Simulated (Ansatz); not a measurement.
# SiNH₃ (triplet): the correlation ladder at distance N1–H4 along a hydrogen transfer = 1.276 Å, cc-pVDZ

How much of the correlation energy of SiNH₃ (triplet) does each wave-function method recover here?

Program: Ansatz 0.2.0, Gaussian basis. Level of theory: cc-pVDZ, core rule «outside noble gas», up to 6 orbitals frozen. These are calculated values, not measurements.

To be run: UHF; CCSD(T) on ROHF; CCSD(T) on UHF; BCCD(T) on ROHF; CISD; CCSDT(Q) on ROHF; CCSDT(Q) on UHF; CASSCF and MRCISD+Q, 4 electrons in 4 orbitals; CASSCF and NEVPT2, 4 electrons in 4 orbitals.

8 further runs of the same task are left out: 2 for a mislabelled method, 3 that didn't finish, 3 set aside as unsound or not needed.

### Step 1. What is computed

The geometry derives from fragments relaxed apart (PBE0/def2-TZVP) and kept rigid, so it is no stationary point. A hydrogen atom is moved between rigid fragments.

5 atoms, charge 0, spin multiplicity 3.

Atoms are counted from 1 here; the program's logs count them from 0.

Bond lengths: N1–H2 1.012 Å, N1–H3 1.012 Å, N1–H4 1.276 Å, H4–Si5 1.545 Å. Angles: H2–N1–H3 107.1°, H2–N1–H4 107.1°, H3–N1–H4 107.1°, N1–H4–Si5 180.0°.

### Step 2. UHF

Input file in.yaml:

```yaml
crystal:
  periodic: [false, false, false]
  atoms:
    - {symbol: N, position_ang: [-1.771345, -0.012635, -0.019666]}
    - {symbol: H, position_ang: [-2.068625, 0.955198, -0.019665]}
    - {symbol: H, position_ang: [-2.068624, -0.414934, 0.860594]}
    - {symbol: H, position_ang: [-0.495345, -0.012635, -0.019666]}
    - {symbol: Si, position_ang: [1.049655, -0.012634, -0.019666]}
basis:
  gaussian: {orbitals: cc-pVDZ}
magnetization: {spin_polarized: true, initial_magnetization: 2}
hamiltonian: {xc: hf}
output: {orbitals: {seedname: orbitals}}
```

Run with:

```bash
$ ansatz run in.yaml --threads 1 --pin off --events-out ev --progress --plain --max-ram 2393MiB
```

Further steps of the session: CCSD(T) on ROHF; CCSD(T) on UHF; BCCD(T) on ROHF; CISD; CCSDT(Q) on ROHF; CCSDT(Q) on UHF; CASSCF and MRCISD+Q, 4 electrons in 4 orbitals; CASSCF and NEVPT2, 4 electrons in 4 orbitals.

Before running them: what should the planned runs give, taken together? Wanted: UCCSDT(Q) below the RHF energy; RMP2 from UCCSDT(Q); UMP2 from UCCSDT(Q); RCCSD from UCCSDT(Q); RCCSD(T) from UCCSDT(Q); UCCSD(T) from UCCSDT(Q); RCCSDT(Q) from UCCSDT(Q); NEVPT2 pair from UCCSDT(Q); MRCISD+Q pair from UCCSDT(Q).

As calculated:

```
                         quantity                      value
   UCCSDT(Q) below the RHF energy                 -8.2219 eV
              RMP2 from UCCSDT(Q)                +1230.8 meV
              UMP2 from UCCSDT(Q)                +1385.7 meV
             RCCSD from UCCSDT(Q)                 +299.7 meV
          RCCSD(T) from UCCSDT(Q)                  +53.8 meV
          UCCSD(T) from UCCSDT(Q)                  +62.8 meV
         RCCSDT(Q) from UCCSDT(Q)                   +0.4 meV
       NEVPT2 pair from UCCSDT(Q)                +1200.3 meV
     MRCISD+Q pair from UCCSDT(Q)                  +92.5 meV
levels within 1 kcal/mol (43 meV)  RCCSDT, UCCSDT, RCCSDT(Q)
                    T1 diagnostic                      0.035
```

In words: RCCSD(T) misses by +53.8 meV, 0.7 % of the correlation energy. Of the multireference levels listed MRCISD+Q pair comes nearest in total energy (+92.5 meV), which doesn't show that its space is the better one. These misses are within one basis, not against nature; the frozen cores of restricted and unrestricted runs differ, which can shift their rows.
